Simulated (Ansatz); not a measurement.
Ansatz (a program for electronic structure) input:

Ansatz 0.2 input:
```yaml
crystal:
  periodic: [false, false, false]
  atoms:
    - {symbol: C, position_ang: [0.00006929, -0.09644324, -0.53887744]}
    - {symbol: C, position_ang: [0.00993122, 0.09366866, 0.80221284]}
    - {symbol: N, position_ang: [0.02115209, 0.25520651, 1.95351223]}
    - {symbol: H, position_ang: [0.92377132, -0.14621409, -1.08660263]}
    - {symbol: H, position_ang: [-0.93045705, -0.19754572, -1.06724932]}
basis:
  gaussian:
    orbitals: def2-TZVP
hamiltonian:
  xc: b3lyp
  dispersion: d3bj
magnetization: {spin_polarized: true, initial_magnetization: 1}
relax: {f_tol: 0.002, max_steps: 150}
```

Problem. Predict the final energy.

Solution. -132.15320 Eh (B3LYP-D3(BJ)/def2-TZVP). The basis has 105 functions.

It need not be the lowest isomer of its formula.
